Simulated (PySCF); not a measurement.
**CH4, singlet: reading a ladder of total energies**

Geometry: MP2(full)/6-31G*, from the G2/97 set.

```csv
atom,x (Å),y (Å),z (Å)
C,0.0000,0.0000,0.0000
H,0.6291,0.6291,0.6291
H,-0.6291,-0.6291,0.6291
H,0.6291,-0.6291,-0.6291
H,-0.6291,0.6291,-0.6291
```

Basis 6-31G; PySCF 2.14.0. Only valence electrons are correlated (noble-gas cores frozen), which leaves 8 electrons in 16 orbitals. Prefix R: restricted or restricted open-shell reference.

Full CI is exact within this basis and frozen core; it isn't the basis-set limit.

| level | total energy (hartree) |
| --- | --- |
| RHF | -40.180399 |
| RMP2 | -40.279043 |
| RCCSD | -40.298164 |
| RCCSD(T) | -40.299763 |
| RCCSDT | -40.299976 |
| RCCSDT(Q) | -40.300060 |
| full CI | -40.300064 |

**Question.** What is the correlation energy at full CI, and what share of it do RMP2 and RCCSD(T) recover?

**Answer.** E(corr) = -40.300064 − (-40.180399) = -0.119665 hartree = -3.256 eV. RMP2: -0.098644 / -0.119665 = 82.43 %. RCCSD(T): -0.119364 / -0.119665 = 99.75 %.

**Question.** By how many kcal/mol does RCCSD(T) miss full CI (1 hartree = 627.509 kcal/mol), and which steps make up the rest?

**Answer.** -40.299763 − (-40.300064) = 0.000301 hartree = 0.19 kcal/mol. Steps: RCCSDT − RCCSD(T) = -0.13, RCCSDT(Q) − RCCSDT = -0.05, full CI − RCCSDT(Q) = 0.00 kcal/mol. That is within 1 kcal/mol of the reference in this basis, which itself misses far more of the correlation at the basis-set limit.
